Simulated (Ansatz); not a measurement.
# CH2Li (doublet): wave-function methods side by side, def2-QZVPP

The task here is to estimate one member of a computed series from the others.

The runs use Ansatz 0.2.0, Gaussian basis; def2-QZVPP, core rule «outside noble gas», up to 2 orbitals frozen.

The runs, in order: UHF; ROHF; CCSD(T) on UHF.

2 further runs of the same task are left out: 2 set aside as unsound or not needed.

## The system

The geometry is a PBE0/def2-TZVP stationary point (not a proven minimum).

4 atoms, charge 0, spin multiplicity 2.

Atoms are counted from 1 here; the program's logs count them from 0.

Bond lengths: C1–Li2 1.909 Å, C1–H3 1.100 Å, C1–H4 1.100 Å. Angles: Li2–C1–H3 127.2°, Li2–C1–H4 127.2°, H3–C1–H4 105.6°.

Set-up of the first run:

in.yaml

```yaml
crystal:
  periodic: [false, false, false]
  atoms:
    - {symbol: C, position_ang: [0.000000, 0.000000, 0.568010]}
    - {symbol: Li, position_ang: [0.000000, 0.000000, -1.341005]}
    - {symbol: H, position_ang: [0.000000, 0.876160, 1.233065]}
    - {symbol: H, position_ang: [0.000000, -0.876160, 1.233065]}
basis:
  gaussian: {orbitals: "def2-QZVPP.json"}
magnetization: {spin_polarized: true, initial_magnetization: 1}
hamiltonian: {xc: hf}
output: {orbitals: {seedname: orbitals}}
```

Started as:

```bash
ansatz run in.yaml --threads 1 --pin off --events-out ev --progress --plain --max-ram 2393MiB
```

Steps of the session up to this table: UHF; ROHF; CCSD(T) on UHF.

One of the session's tables, all rows but one given; the rest of the session is left out.

It belongs to the step «Misses and costs». 

| method | from UCCSD(T) (meV) |
| --- | --- |
| ROHF | +5507.4 |
| UHF | ? |
| UMP2 | +633.2 |
| UCCSD | +190.1 |
| UCCSD(T) | 0 |

**Question.** Estimate the row for UHF.

**Answer.** from UCCSD(T) (meV): +5405.1. In the column «from UCCSD(T) (meV)» it lies between UMP2 (+633.2) and ROHF (+5507.4).
